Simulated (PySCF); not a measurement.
# How the functional moves excitation energies

Species: lithium chloride, LiCl.
SMILES: `[Li][Cl]`

Linear-response calculations in the def2-SVPD basis (PySCF; singlets by full response, triplets Tamm–Dancoff, core orbitals frozen in the response; HF means time-dependent Hartree–Fock). 'Strongest' is the level of largest summed f among the singlets computed (10 roots, of which the last may lack a degenerate partner); it can jump between rows when another state enters that window. S1 is the lowest singlet of each run and needn't be the same state throughout; f(S1) is that of one state. Isolated species at its PBE0-D3(BJ)/def2-SVP geometry, gas phase.

```csv
functional,kind,S1 (eV),f(S1),strongest (eV),T1 (eV),HOMO (eV),gap (eV),"ionisation energy, ΔSCF (eV)"
LDA,LDA,4.29,0.025,6.58,4.29,-6.04,4.35,10.44
PBE,GGA,4.08,0.021,6.45,4.03,-5.93,4.13,10.18
B3LYP,"global hybrid, 20% exact exchange",4.45,0.023,6.82,4.44,-6.99,5.37,10.19
PBE0,"global hybrid, 25% exact exchange",4.80,0.025,6.78,4.72,-7.24,5.91,10.14
BHandHLYP,"global hybrid, 50% exact exchange",5.14,0.028,7.17,5.11,-8.43,7.30,9.97
CAM-B3LYP,range-separated hybrid,4.89,0.028,6.95,4.86,-8.63,7.63,10.17
wB97X-D,range-separated hybrid,5.11,0.030,7.13,5.10,-9.06,8.81,10.17
HF,Hartree–Fock,6.06,0.038,8.03,5.91,-10.38,10.05,not settled
```

What does LC-wPBE (range-separated hybrid) give?

S1 (eV) 5.65, f(S1) 0.035, strongest (eV) 7.52, T1 (eV) 5.55, HOMO (eV) -10.04, gap (eV) 9.68, ionisation energy, ΔSCF (eV) 10.16. S1 runs from 4.08 eV (PBE) to 6.06 eV (HF), a spread of 1.98 eV, while the orbital gap spreads over 5.9 eV. Along PBE (0%), B3LYP (20%), PBE0 (25%), BHandHLYP (50%), HF (100%) S1 rises with the share of exact exchange. −ε(HOMO) comes closest to its own ΔSCF ionisation energy with LC-wPBE (-0.12 eV) and misses most with LDA (-4.39 eV). 'Not settled' means that the ion's SCF failed to converge or may have ended in another state than the lowest.
